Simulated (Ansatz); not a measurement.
A nudged elastic band was laid between two geometries of AlClFH$_{3}$ (6 atoms, charge 0, multiplicity 1).

All numbers below come from Ansatz 0.2.0, RKS PBE-D4/6-31G*.

| Property | Result |
| --- | --- |
| movable images | 5 |
| climbing image | yes |
| spring | 5.0 eV/Å² |
| optimiser | fire |
| start path | through a guess of the saddle point |
| force threshold | 0.05 eV/Å |
| iteration limit | 60 |
| end points | relaxed |

First end point:

```xyz
6
Properties=species:S:1:pos:R:3
Al 0.009 -0.037 0.030
F 0.013 0.174 1.750
H 1.428 0.150 -0.669
H -1.427 0.064 -0.653
Cl 0.082 -2.477 0.919
H 0.054 -1.474 1.823
```

Last end point:

```xyz
6
Properties=species:S:1:pos:R:3
Al 0.018 -0.370 -0.101
F 0.021 -0.012 1.868
H 1.425 0.172 -0.608
H -1.426 0.086 -0.593
Cl 0.083 -2.476 0.615
H 0.037 -1.000 2.020
```

**Question.** What changes between the two ends?

**Answer.** Bonds broken: Cl5–H6. Bonds formed: F2–H6.

**Question.** Give the energies along the band, and the barrier.

**Answer.** The run converged. The highest image is number 2 of 0 to 6, 1.4 kJ/mol above the first end and 11.9 kJ/mol above the last; the last end lies 10.6 kJ/mol below the first. Another band between the same ends (5 images) ends at a top of the same energy, where a vibrational analysis finds 1 clearly imaginary mode. The orbitals stay closed-shell, which can raise the energy where a bond breaks towards radicals; this wasn't checked here.

| image | path coordinate (Å) | energy (kJ/mol) | Cl5–H6 (Å) | F2–H6 (Å) |
| --- | --- | --- | --- | --- |
| 0 | 0.00 | 0.0 | 1.35 | 1.65 |
| 1 | 0.16 | 0.7 | 1.40 | 1.47 |
| 2 | 0.31 | 1.4 | 1.49 | 1.29 |
| 3 | 0.46 | -1.8 | 1.62 | 1.16 |
| 4 | 0.58 | -6.6 | 1.75 | 1.07 |
| 5 | 0.71 | -9.6 | 1.89 | 1.02 |
| 6 | 0.83 | -10.6 | 2.04 | 1.00 |

**Question.** What is the geometry of the highest image?

**Answer.** 
```xyz
6
Properties=species:S:1:pos:R:3:forces:R:3
Al 0.009 -0.174 0.000 0.00 -0.03 0.00
F 0.008 0.038 1.800 0.01 -0.02 0.01
H 1.430 0.141 -0.642 0.00 0.00 0.01
H -1.431 0.081 -0.628 0.00 -0.01 0.01
Cl 0.089 -2.431 0.874 -0.01 0.02 -0.02
H 0.055 -1.256 1.795 0.00 0.05 -0.01
```

The band took 34 iterations and roughly 4 core-minutes.

Run time: 4.1 min on 1 thread of Arm Neoverse V1, with other jobs on the host, peak memory 0.11 GiB.
